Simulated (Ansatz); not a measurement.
**One arrangement of a pair**

The pair of HCl (SMILES Cl, atoms 1–2) and F2 (SMILES FF, atoms 3–4), both closed shells, in one local arrangement (a lower one may exist), relaxed at PBE0-D4/def2-TZVP:

| atom | x (Å) | y (Å) | z (Å) |
| --- | --- | --- | --- |
| Cl1 | -0.0661 | 0.2291 | -2.2089 |
| H2 | 0.1079 | -0.1198 | -0.9904 |
| F3 | 0.3174 | -0.5879 | 1.3265 |
| F4 | -0.3592 | 0.4785 | 1.8729 |

Computed with Ansatz 0.2.0 (basis: def2-TZVPPD, with def2-QZVPPD for the basis limit); correlated methods freeze the cores. B3LYP uses VWN-RPA correlation. Extrapolation: Hartree–Fock as exp(−7.88 √X), correlation as X^−2.97. Interaction energies count from these two fragments, frozen as in the pair, with the counterpoise correction; negative means bound.

Q: What is the interaction energy by CCSD(T) at an estimated basis limit (MP2 extrapolated from triple and quadruple zeta, plus CCSD(T) − MP2 in triple zeta)? (To be estimated.)

A: By the calculation: -0.59 kcal/mol. Hartree–Fock alone gives 0.24 kcal/mol at the basis limit, so without correlation the pair would not bind at this distance. It counts from the two fragments frozen as in the pair.

The same quantity by other methods in triple zeta, and each one's difference from that estimate:
```tsv
method	E_int (kcal/mol)	difference
PBE-D4	-0.80	-0.21
revPBE-D4	-0.46	0.13
BLYP-D4	-0.46	0.12
r2SCAN-D4	-0.67	-0.08
B97M-V	-0.67	-0.09
PBE0-D4	-0.62	-0.03
B3LYP-D4	-0.52	0.07
HSE06-D4	-0.63	-0.05
wB97X-V	-0.61	-0.03
wB97M-V	-0.56	0.03
B2PLYP	-0.32	0.26
HF	0.24	0.83
MP2	-0.52	0.07
CCSD	-0.36	0.23
CCSD(T)	-0.49	0.10
```
Differences are method less estimate.

Q: Which atoms make the shortest contact between the fragments?

A: H2 and F3, 2.37 Å apart.

Basis-set superposition shift (counterpoise-corrected less uncorrected): CCSD(T) 0.38; MP2 0.36; HF 0.06; PBE0-D4 0.08; wB97M-V 0.05 kcal/mol.

No T1 diagnostic of these runs exceeds 0.013. The restricted Hartree–Fock reference is unstable towards an unrestricted one at one or more of these structures.

For scale, one of the runs: CCSD(T)/def2-TZVPPD, 148 basis functions, launched by `ansatz run in.yaml --threads 2 --pin off --events-out ev --progress --plain --max-ram 5222MiB`. Hardware: 2 CPU threads of an Arm Neoverse V1, shared host. Wall time 18 s; peak host memory 0.96 GiB.
